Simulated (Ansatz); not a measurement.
Geometry optimisation, RKS r2SCANh-D4/6-31G* (Ansatz).

Input file:

```yaml
crystal:
  periodic: [false, false, false]
  atoms:
    - { symbol: B, position_ang: [0.180685, 0.0, 0.270804] }
    - { symbol: H, position_ang: [0.007215, 0.0, 1.442228] }
    - { symbol: Cl, position_ang: [1.899981, 0.0, -0.306028] }
    - { symbol: Cl, position_ang: [-1.131882, 0.0, -0.855004] }
basis:
  gaussian: { orbitals: "6-31G*" }
hamiltonian:
  xc: r2scanh
  dispersion: d4
relax:
  f_tol: 0.03
  max_steps: 50
```

Run as:

```bash
$ ansatz run input.yaml --threads 1 --pin off --max-ram 2048MiB --backend cpu --events-out ev --progress --plain --runs-dir out
```

Where does it end, and by what steps?

It converged. After 3 steps the energy has fallen by 0.055 eV; Cl3 moved furthest, 0.04 Å.

```tsv
step	energy less start (eV)	largest force component (eV/Å)	accepted
0	0.0000	1.426	yes
1	-0.0369	0.943	yes
2	-0.0534	0.239	yes
3	-0.0551	0.030	yes
```

```xyz
4
Properties=species:S:1:pos:R:3
B 0.215 0.000 0.267
H 0.001 0.000 1.436
Cl 1.861 0.000 -0.301
Cl -1.121 0.000 -0.850
```

Whether the end is a true minimum wasn't checked by a vibrational analysis.

The run took 6.8 s on 1 thread of Intel(R) Xeon(R) 6975P-C (Granite Rapids), with other jobs on the host, peak memory 0.13 GiB.
